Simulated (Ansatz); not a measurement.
in.yaml

```yaml
crystal:
  periodic: [false, false, false]
  atoms:
    - {symbol: Al, position_ang: [0.000000, 0.000000, 0.058916]}
    - {symbol: O, position_ang: [0.000000, 0.000000, -1.534832]}
    - {symbol: H, position_ang: [0.000000, 0.000000, 1.475916]}
basis:
  gaussian: {orbitals: 6-31G}
correlation: {method: fci, electrons: outside_noble_gas}
```

```sh
$ ansatz run in.yaml --threads 1 --pin off --events-out ev --progress --plain --max-ram 2393MiB
```

The program prints:

```
442 factors; integrals over basis functions are off by at most 1.9e-7 eV
mean field evaluation 1: about -8625.8969 eV, gradient 5.2e1 eV
mean field evaluation 2: about -8625.9014 eV, gradient 5.2e1 eV
mean field evaluation 4: about -8632.4459 eV, gradient 3.6e0 eV
mean field evaluation 8: about -8632.5014 eV, gradient 9.8e-2 eV
mean field -8632.50148069 eV, -317.2385780955 hartree, gradient 2.3e-6 eV, S^2 0.000000; 0 other end points of the search recorded, 0 dependent functions left out
6 core orbitals not correlated: weight in the atoms' cores, before any rotation towards them, 1.000 or more for the frozen orbitals, at most 0.000 for the correlated occupied ones
reference -8632.50148069 eV, -317.2385780955 hartree; 5, 5 occupied and 13, 13 virtual orbitals, 442 factors
state -8637.96327043 eV, -317.4392951666 hartree
Total energy: -8637.96327043 eV, -317.4392951666 hartree
```

Natural occupations: 1.9867 1.9665 1.9455 1.9254 1.9254 0.0690 0.0690 0.0616 0.0153 0.0129 0.0066 0.0066 0.0039 0.0023 0.0010 0.0010 0.0010 0.0003.

Ran on 1 thread of Arm Neoverse V1, shared host: 2.1 min wall, 1.2 GiB peak host memory.
